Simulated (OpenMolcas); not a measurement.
## Predicting a hybrid from its neighbours: HOCN (cyanic acid)

The species is HOCN (4 atoms), meant as a singlet with charge 0. As SMILES, `N#CO`. Geometry: relaxed at PBE0-D4/def2-TZVP.

The dipole moment y, in D, basis cc-pVTZ; a is the functional's share of exact exchange. Programs: OpenMolcas 26.06.

| functional | program | a | y (D) |
| --- | --- | --- | --- |
| BLYP | OpenMolcas | 0 | 3.94 |
| PBE | OpenMolcas | 0 | 3.96 |
| B3LYP | OpenMolcas | 0.2 | ? |
| PBE0 | OpenMolcas | 0.25 | 3.99 |
| BHLYP | OpenMolcas | 0.5 | 4.02 |

Problem. Fit y = c + s·a to the known rows and predict B3LYP.

Solution. 
1. Means of the 4 rows: a = 0.1875, y = 3.978.
2. Σ(Δa)² = 0.17188, Σ(Δa·Δy) = 0.024375, so the slope is 0.024375/0.17188 = 0.14181.
3. Intercept: 3.978 − (0.14181) × 0.1875 = 3.951. The largest residual of the fit is 0.011.
4. B3LYP: 3.951 + (0.14181) × 0.2 = 3.98 D.

The run gave 3.97 D, so the prediction is off by +0.01 D, within the scatter of the fit. More exact exchange makes the molecule more polar here.
